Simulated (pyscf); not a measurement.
Single points on ωB97X-D3(BJ)/def2-SVP structures (PySCF, gas phase).

### Question
How much does it cost (ΔH, 298 K, ωB97M-D3(BJ)/def2-TZVP) to split H₃C–CH₂–Cd–CH₂–CH₃ at its C–Cd bond into •H₂C–CH₃ + [H₃C–CH₂–Cd]•?

### Answer
C–Cd to •H₂C–CH₃ + [H₃C–CH₂–Cd]•: 2.31 eV. The 7 functionals that were run give +2.00 (r²SCAN) to +2.46 eV (ωB97X-D3(BJ)/def2-TZVP). The radicals are drawn with the spin at the cut bond; how far it spreads was not checked. Other isomers of •H₂C–CH₃, [H₃C–CH₂–Cd]• were not searched in full and may lie lower. Elements past Kr carry the def2 core potentials, without spin-orbit coupling.
